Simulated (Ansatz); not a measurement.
# Al2O (triplet): wave-function methods side by side at a displaced geometry (v1), cc-pVDZ

One table from this session's results is given with a row withheld; the runs are named, their logs left out.

Computed with Ansatz 0.2.0, Gaussian basis. Level: cc-pVDZ, core rule «outside noble gas», up to 11 orbitals frozen.

Plan: UHF; CCSD(T) on ROHF; CCSD(T) on UHF; BCCD(T) on ROHF; CISD; CCSDT(Q) on ROHF; CCSDT(Q) on UHF.

40 further runs of the same task are left out: 12 for a known fault of the program, 14 that didn't finish, 14 set aside as unsound or not needed.

## What is computed

The geometry is a PBE0/def2-TZVP stationary point (not a proven minimum) with its atoms shifted at random (size 0.040 Å).

3 atoms, charge 0, spin multiplicity 3.

Atoms are counted from 1 here; the program's logs count them from 0.

Bond lengths: Al1–O2 1.710 Å, O2–Al3 1.743 Å. Angles: Al1–O2–Al3 177.0°.

The first run:

Input file in.yaml:

```yaml
crystal:
  periodic: [false, false, false]
  atoms:
    - {symbol: Al, position_ang: [-0.015433, -0.009008, 1.720740]}
    - {symbol: O, position_ang: [-0.016266, -0.025151, 0.010487]}
    - {symbol: Al, position_ang: [0.031698, 0.034159, -1.731227]}
basis:
  gaussian: {orbitals: cc-pVDZ}
magnetization: {spin_polarized: true, initial_magnetization: 2}
hamiltonian: {xc: hf}
output: {orbitals: {seedname: orbitals}}
```

The run is started by

```bash
ansatz run in.yaml --threads 1 --pin off --events-out ev --progress --plain --max-ram 2393MiB
```

Among the steps run: UHF; CCSD(T) on ROHF; CCSD(T) on UHF; BCCD(T) on ROHF; CISD; CCSDT(Q) on ROHF; CCSDT(Q) on UHF.

One table of the session follows, with a row left open; its other results are not shown here.

```
   method  from RCCSDT(Q) (kJ/mol)
     ROHF                   +736.7
      UHF                   +735.0
     RMP2                    +71.5
     UMP2                    +70.8
     CISD                    +92.6
    RCCSD                    +31.4
    UCCSD                    +31.3
 RCCSD(T)                     +9.0
 UCCSD(T)                     +9.0
  BCCD(T)                        ?
   RCCSDT                     +4.3
   UCCSDT                     +4.3
RCCSDT(Q)                        0
UCCSDT(Q)                     -0.6
```

Q: Estimate the row for BCCD(T) from the others.

As computed: from RCCSDT(Q) (kJ/mol): +8.4. In the column «from RCCSDT(Q) (kJ/mol)» it lies between UCCSDT (+4.3) and RCCSD(T) (+9.0).

Limits of these values: Restricted and unrestricted rows rest on different reference determinants; where their highest levels disagree by more than a few hundredths of an eV, they describe different states and don't form one ladder.
